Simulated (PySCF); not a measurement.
## Bond curve of BP

Set-up: B def2-TZVPPD, P def2-TZVPPD; no relativity (PySCF 2.14). Energies in eV from B + P in their ground configurations at the same level. State: ³Π (triplet), unpaired electrons σ ↑, π ↑.

All columns are BLYP. A positive dipole means B(−)P(+).

```json
{"R (Å)": "1.497", "E (eV)": "-2.328", "μ (D)": "0.22", "Mulliken charge on B (basis-dependent)": "0.13", "HOMO (eV)": "-6.08", "LUMO (eV)": "-6.16", "Mayer bond order": "2.14", "⟨S²⟩": "2.01"}
{"R (Å)": "1.567", "E (eV)": "-3.044", "μ (D)": "0.15", "Mulliken charge on B (basis-dependent)": "0.15", "HOMO (eV)": "-6.17", "LUMO (eV)": "-5.98", "Mayer bond order": "2.14", "⟨S²⟩": "2.01"}
{"R (Å)": "1.637", "E (eV)": "-3.458", "μ (D)": "0.09", "Mulliken charge on B (basis-dependent)": "0.14", "HOMO (eV)": "-6.09", "LUMO (eV)": "-5.82", "Mayer bond order": "2.14", "⟨S²⟩": "2.01"}
{"R (Å)": "1.689", "E (eV)": "-3.621", "μ (D)": "0.04", "Mulliken charge on B (basis-dependent)": "0.13", "HOMO (eV)": "-5.98", "LUMO (eV)": "-5.71", "Mayer bond order": "2.15", "⟨S²⟩": "2.01"}
{"R (Å)": "1.741", "E (eV)": "-3.685", "μ (D)": "0.00", "Mulliken charge on B (basis-dependent)": "0.12", "HOMO (eV)": "-5.88", "LUMO (eV)": "-5.61", "Mayer bond order": "2.16", "⟨S²⟩": "2.01"}
{"R (Å)": "1.793", "E (eV)": "-3.674", "μ (D)": "-0.04", "Mulliken charge on B (basis-dependent)": "0.10", "HOMO (eV)": "-5.79", "LUMO (eV)": "-5.51", "Mayer bond order": "2.16", "⟨S²⟩": "2.01"}
{"R (Å)": "1.863", "E (eV)": "-3.573", "μ (D)": "-0.10", "Mulliken charge on B (basis-dependent)": "0.07", "HOMO (eV)": "-5.68", "LUMO (eV)": "-5.40", "Mayer bond order": "2.17", "⟨S²⟩": "2.01"}
{"R (Å)": "1.950", "E (eV)": "-3.352", "μ (D)": "-0.16", "Mulliken charge on B (basis-dependent)": "0.03", "HOMO (eV)": "-5.55", "LUMO (eV)": "-5.26", "Mayer bond order": "2.15", "⟨S²⟩": "2.01"}
{"R (Å)": "2.054", "E (eV)": "-3.009", "μ (D)": "-0.25", "Mulliken charge on B (basis-dependent)": "0.01", "HOMO (eV)": "-5.40", "LUMO (eV)": "-5.11", "Mayer bond order": "2.11", "⟨S²⟩": "2.00"}
{"R (Å)": "2.194", "E (eV)": "-2.507", "μ (D)": "-0.37", "Mulliken charge on B (basis-dependent)": "0.00", "HOMO (eV)": "-5.23", "LUMO (eV)": "-4.97", "Mayer bond order": "2.01", "⟨S²⟩": "2.01"}
```

A fit through these points gives, at Re = 1.758 Å, μ = -0.01 D and dμ/dR = -0.806 D/Å; the reduced mass is 8.122 u.

Problem. How strong is the fundamental in the double-harmonic approximation, I = 42.26·(dμ/dR)²/μred km/mol?

Solution. I = 42.26·(-0.806)²/8.122 = 3.38 km/mol at BLYP.

The state was picked by a PBE0 search and need not be the measured ground state.

At some distances an empty level lies below a filled one, because the occupation is held.
